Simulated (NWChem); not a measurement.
# SVWN5/6-31+G(d) (spherical functions) run of [CH3]− (SMILES [CH3-])

Aim: the vertical ionisation energy of [CH3]− at SVWN5/6-31+G* (spherical functions), from 2 runs. 

The calculation is run with NWChem 7.3.0.

## 1. The structure to begin with

[CH3]−: 4 atoms, total charge -1, spin state singlet. SMILES: `[CH3-]`. Geometry: relaxed at PBE0-D4/def2-TZVPD.

Bond lengths: C1–H2 1.111 Å, C1–H3 1.111 Å, C1–H4 1.111 Å. Angles: H2–C1–H3 104.7°, H2–C1–H4 104.7°, H3–C1–H4 104.7°.

## 2. The energy at SVWN5/6-31+G(d) (spherical functions)

ch3.nw reads:

```
start ch3
title "methane, ion(1-)"
memory stack 880 mb heap 220 mb global 1100 mb
charge -1

geometry units bohr noautosym nocenter noautoz
  C     -0.27656142    -0.29341778     0.49361536
  H      0.25426265     1.70094248     0.87919508
  H     -1.48020358    -0.20286210    -1.22420238
  H      1.50250234    -1.20466261    -0.14864586
end

basis spherical bse
  * library 6-31+G*
end

dft
  xc slater vwn_5
  grid fine
  convergence energy 1e-08
  iterations 100
  mulliken
  print low
end

task dft
```

Command:

```sh
nwchem ch3.nw > ch3.out
```

Log:

```text
[...]
 d= 0,ls=0.0,diis     1    -39.2476943243 -4.87D+01  7.54D-02  1.11D+00     0.1
[...]
 d= 0,ls=0.0,diis    10    -39.4325327634 -5.82D-11  5.98D-08  1.06D-12     0.4
         Total DFT energy =      -39.432532763437
      One electron energy =      -73.706314138457
           Coulomb energy =       31.013267275742
    Exchange-Corr. energy =       -6.215151132353
 Nuclear repulsion energy =        9.475665231631
[...]
      Total Density - Mulliken Population Analysis
     ---------------------------------------------
    Atom       Charge   Shell Charges
 -----------   ------   -------------------------------------------------------
    1 C    6     7.39   2.00  0.68  1.97  0.76  1.13  0.06  0.77  0.02
    2 H    1     0.87   0.50  0.37
    3 H    1     0.87   0.50  0.37
    4 H    1     0.87   0.50  0.37
[...]
```

It took 1 s on 1 thread of Intel Xeon 6975P-C (Granite Rapids), shared host; peak memory 0.11 GiB.

## 3. Doublet neutral CH3

m1.nw reads:

```
start m1
title "CH3 SVWN5"
memory stack 880 mb heap 220 mb global 1100 mb
charge 0
geometry units angstroms noautosym nocenter noautoz
  C    -0.146350   -0.155270    0.261210
  H     0.134550    0.900100    0.465250
  H    -0.783290   -0.107350   -0.647820
  H     0.795090   -0.637480   -0.078660
end
basis spherical bse
  C library 6-31+G*
  H library 6-31+G*
end
dft
  xc slater vwn_5
  mult 2
  grid fine
  convergence energy 1e-08
  iterations 100
  mulliken
  print low
end
task dft
```

Command:

```sh
nwchem m1.nw > m1.out
```

Log:

```text
[...]
 d= 0,ls=0.0,diis     1    -39.3918790656 -4.89D+01  6.65D-03  3.14D-02     0.1
[...]
 d= 0,ls=0.0,diis     7    -39.4043847869 -5.68D-09  5.87D-07  1.14D-10     0.4
[...]
         Total DFT energy =      -39.404384786882
      One electron energy =      -71.175138215475
           Coulomb energy =       28.325759804707
    Exchange-Corr. energy =       -6.030672288188
 Nuclear repulsion energy =        9.475665912073
[...]
      Total Density - Mulliken Population Analysis
     ---------------------------------------------
    Atom       Charge   Shell Charges
 -----------   ------   -------------------------------------------------------
    1 C    6     6.66   2.00  0.67  1.97  0.79  1.06  0.03  0.11  0.02
    2 H    1     0.78   0.49  0.29
    3 H    1     0.78   0.49  0.29
    4 H    1     0.78   0.49  0.29
[...]
      <S2> =      0.7524 (Exact =     0.7500)
[...]
```

Run time: 0.99 s. Hardware: 1 thread of Intel Xeon 6975P-C (Granite Rapids), shared host; peak memory 0.11 GiB.

## 4. Summary of results

At SVWN5/6-31+G* (spherical functions):

```
                                           quantity         value
                       singlet [CH3]−: total energy  -39.43253 Eh
                  doublet neutral CH3: total energy  -39.40438 Eh
                          doublet neutral CH3: ⟨S²⟩         0.752
vertical detachment energy (to the doublet neutral)      0.766 eV
```

The vertical ionisation energy comes to 0.77 eV (73.9 kJ/mol). Mulliken charges (singlet [CH3]−) run from -1.39 on C1 to +0.13 on H2; in a basis this large or diffuse they mean little.
